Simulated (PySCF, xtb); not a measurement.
SiF4, SMILES [Si](F)(F)(F)F.

Harmonic wavenumbers (cm⁻¹) from GFN2-xTB in xtb 6.7.1 at its own minimum, in rising order: 170, 170, 270, 270, 270, 787, 1018, 1018, 1019.

### Question
What does ωB97X-D3(BJ)/def2-SVP (PySCF) give at its own minimum? (An estimate is asked for; the answer gives what the named calculation found.)

### Answer
250, 250, 372, 372, 372, 787, 1037, 1037, 1037. Paired by order, the mean absolute difference is 58 cm⁻¹ and the zero-point energies are 7.1 and 7.9 kcal/mol.
